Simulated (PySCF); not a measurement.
## PS from Hartree–Fock to correlated methods

State: ²Π (doublet), unpaired electrons π ↑. Set-up: P def2-SVP, S def2-SVP; no relativity (PySCF 2.14). De refers to P + S in their high-spin ground configurations, without counterpoise correction. The functionals are run spin-unrestricted. A positive dipole means P(−)S(+).

| Level | Re (Å) | ωe (cm⁻¹) | De (eV) | μ (D) |
| --- | --- | --- | --- | --- |
| ROHF | 1.881 | 835 | 1.46 | -1.18 |
| ROHF-MP2 | 1.915 | 765 | 3.61 | n/a |
| ROHF-SCS-MP2 | 1.915 | 761 | 3.52 | n/a |
| ROHF-CCSD | 1.914 | 761 | 3.26 | n/a |
| ROHF-CCSD(T) | 1.927 | 729 | 3.54 | n/a |
| PBE | 1.930 | 728 | 4.73 | -0.56 |
| TPSS | 1.926 | 733 | 4.46 | -0.61 |
| r²SCAN | 1.915 | 754 | 4.35 | -0.64 |
| B3LYP | 1.918 | 750 | 4.34 | -0.67 |
| PBE0 | 1.906 | 776 | 4.28 | -0.70 |
| r²SCAN0 | 1.898 | 794 | 4.01 | -0.75 |
| ωB97X | 1.888 | 821 | 4.28 | -0.76 |

The bond length runs from 1.881 Å (ROHF) to 1.930 Å (PBE). De spans 1.46 eV (ROHF, mean field) to 4.73 eV (PBE, GGA). Correlation at CCSD(T) changes the Hartree–Fock bond energy by +2.08 eV; the triples alone change it by +0.28 eV.

Correlated steps freeze 10 core orbitals. Correlated levels converge slowly with the basis: in double zeta they bind strong bonds too weakly, by up to about 1 eV, and carry superposition errors of some tenths. UHF is strongly spin-contaminated for PS, so the ROHF reference used there is far from stable. The state was picked by a PBE0 search and need not be the measured ground state.
